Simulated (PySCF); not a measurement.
Geometry:
```json
{"atom": "C1", "x (Å)": "2.533", "y (Å)": "0.007", "z (Å)": "-0.171"}
{"atom": "C2", "x (Å)": "1.281", "y (Å)": "-0.120", "z (Å)": "0.681"}
{"atom": "C3", "x (Å)": "-0.004", "y (Å)": "0.102", "z (Å)": "-0.104"}
{"atom": "C4", "x (Å)": "-1.258", "y (Å)": "-0.070", "z (Å)": "0.728"}
{"atom": "C5", "x (Å)": "-2.541", "y (Å)": "0.138", "z (Å)": "-0.041"}
{"atom": "F6", "x (Å)": "-1.266", "y (Å)": "-1.354", "z (Å)": "1.251"}
{"atom": "H7", "x (Å)": "3.445", "y (Å)": "-0.156", "z (Å)": "0.423"}
{"atom": "H8", "x (Å)": "2.534", "y (Å)": "-0.730", "z (Å)": "-0.990"}
{"atom": "H9", "x (Å)": "2.608", "y (Å)": "1.006", "z (Å)": "-0.630"}
{"atom": "H10", "x (Å)": "1.237", "y (Å)": "-1.119", "z (Å)": "1.145"}
{"atom": "H11", "x (Å)": "1.323", "y (Å)": "0.600", "z (Å)": "1.517"}
{"atom": "H12", "x (Å)": "-0.011", "y (Å)": "1.114", "z (Å)": "-0.544"}
{"atom": "H13", "x (Å)": "-0.053", "y (Å)": "-0.606", "z (Å)": "-0.951"}
{"atom": "H14", "x (Å)": "-1.221", "y (Å)": "0.621", "z (Å)": "1.593"}
{"atom": "H15", "x (Å)": "-2.600", "y (Å)": "1.163", "z (Å)": "-0.433"}
{"atom": "H16", "x (Å)": "-3.410", "y (Å)": "-0.037", "z (Å)": "0.608"}
{"atom": "H17", "x (Å)": "-2.596", "y (Å)": "-0.563", "z (Å)": "-0.888"}
```

Geometry: PBE0-D3(BJ)/def2-SVP; GIAO shifts from PySCF 2.14, gas phase, non-relativistic, averaged over equivalent atoms.

At mPW1PW91/pcSseg-1 (157 basis functions, 14 s wall time on 1 thread of an Arm Neoverse V1, shared host):
```json
{"atoms": "C4", "δ (ppm)": "90.1"}
{"atoms": "C3", "δ (ppm)": "42.3"}
{"atoms": "C5", "δ (ppm)": "23.6"}
{"atoms": "C2", "δ (ppm)": "22.4"}
{"atoms": "C1", "δ (ppm)": "16.4"}
{"atoms": "F6", "δ (ppm)": "-203.1"}
{"atoms": "H14", "δ (ppm)": "4.28"}
{"atoms": "H10", "δ (ppm)": "1.76"}
{"atoms": "H15/H16/H17", "δ (ppm)": "1.29"}
{"atoms": "H13", "δ (ppm)": "1.26"}
{"atoms": "H11", "δ (ppm)": "1.10"}
{"atoms": "H12", "δ (ppm)": "1.00"}
{"atoms": "H7/H8/H9", "δ (ppm)": "1.00"}
```

δ = σ(ref) − σ, references computed at the same level: $^{13}$C (183.54 ppm), $^{1}$H (31.32 ppm) against TMS; CFCl3 for $^{19}$F (177.88 ppm).

Question: Estimate the result of repeating the calculation with wB97X-D/pcSseg-1.

Answer: 
```tsv
atoms	δ at wB97X-D/pcSseg-1	change
C4	90.0	-0.1
C3	42.0	-0.3
C5	23.9	+0.3
C2	21.8	-0.6
C1	16.2	-0.2
F6	-198.0	+5.1
H14	4.25	-0.03
H10	1.73	-0.03
H15/H16/H17	1.29	+0.00
H13	1.26	+0.00
H11	1.08	-0.02
H12	0.97	-0.03
H7/H8/H9	1.00	+0.00
```

Chemical shifts δ = σref − σ; TMS for $^{13}$C (184.54 ppm), $^{1}$H (31.38 ppm); $^{19}$F (187.16 ppm) vs CFCl3, all at this level.

The largest change is at F6 (fluorine on an sp3 carbon). Cost: 157 basis functions, 26 s wall time on 1 thread of an x86-64 server CPU, shared host. The order of the carbon signals is the same at both levels.

Unscaled 19F shifts against computed CFCl3 carry errors that often reach 10 to 50 ppm.
